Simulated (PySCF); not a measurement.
# SiN+: from the state search to spectroscopic constants

An exercise on one series of results from a longer session: the logs are not shown, and one member is left open.

The runs use PySCF 2.14.0; Si def2-SVP, N def2-SVP, no relativity.

Set-up of the first run:

Settings of the job:

| Quantity | Value |
| --- | --- |
| atoms | Si, N |
| charge | 1 |
| basis | Si def2-SVP, N def2-SVP |
| Hamiltonian | no relativity |
| basis functions | 32 |
| electrons treated | 20 |
| masses in u | 27.9769, 14.0031 |
| levels | PBE0, PBE, r²SCAN, revPBE, PBEsol, BLYP, HF, MP2, SCS-MP2, CCSD, CCSD(T) |
| grid | 80 radial by 434 angular points |
| occupations | held fixed by the projection of orbital angular momentum |
| dissociation limit | Si+ + N, each in its ground configuration |
| starting distance in angstrom | 1.870 |
| values of 2S to try | 0, 2, 4 |

Run with:

```sh
$ OMP_NUM_THREADS=1 python dia.py task.json out
```

Among the steps run: Set-up; PBE0 along the bond; Other states along the same grid; PBE (GGA); r²SCAN (meta-GGA); revPBE (GGA); PBEsol; BLYP; UHF (mean field); Correlated methods on the Hartree–Fock reference.

One table of the session follows, with a row left open; its other results are not shown here.

Energy (eV) from each level's lowest point:

```
R (Å)    UHF  UHF-MP2  UHF-SCS-MP2  UHF-CCSD  UHF-CCSD(T)
1.551  0.877    0.992        0.998       n/a          n/a
1.623  0.344    0.422        0.429     0.453        0.474
1.695  0.076    0.118        0.124     0.139        0.152
1.749      ?        ?            ?         ?            ?
1.803  0.003    0.000        0.000     0.000        0.000
1.857  0.064    0.045        0.040     0.030        0.023
1.929  0.207    0.179        0.166     0.137        0.121
2.019  0.439    0.443        0.420     0.337        0.311
2.127  0.693    0.898        0.877     0.621        0.588
2.272  0.843    1.406        1.402       n/a          n/a
```

**Question.** Estimate the row for R (Å) = 1.749.

Worked estimate for «UHF». A straight line through the neighbours (1.695, 0.076) and (1.803, 0.003) gives 0.076 + (0.003 − 0.076) × (1.749 − 1.695) / (1.803 − 1.695) = 0.039; a parabola fitted to 4 rows on both sides gives -0.004.

**Answer.** UHF: 0.000; UHF-MP2: 0.018; UHF-SCS-MP2: 0.022; UHF-CCSD: 0.030; UHF-CCSD(T): 0.036. In «UHF» the line misses by +0.039 and the parabola by -0.004.
